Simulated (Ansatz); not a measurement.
Results of PBEsol (Ansatz, an electronic-structure program, plane waves, PAW) for PdS (P4₂/m, No. 84).

Numerical settings: plane-wave cutoff 520 eV, 10×10×8 k mesh (along the axes of the cell as run), Fermi–Dirac smearing 0.05 eV, scalar-relativistic PAW data made under PBE.

Computed at the level's own relaxed cell.

Q: What does this level give for the band gap, pressure derivative B′ of the bulk modulus and equilibrium volume per atom?

A: 
* **band gap**: 0.03 eV (under three smearing widths, so not firm)
* **pressure derivative B′ of the bulk modulus**: 5.2
* **equilibrium volume per atom**: 16.86 Å³/atom

Note: the run has no spin polarisation, so it can have missed a magnetic state; the bulk modulus comes from volumes at which shape and atoms were relaxed.

Spin–orbit coupling is not included; it can close the smallest gap of 0.03 eV.

Static lattice: no zero-point or thermal effects.
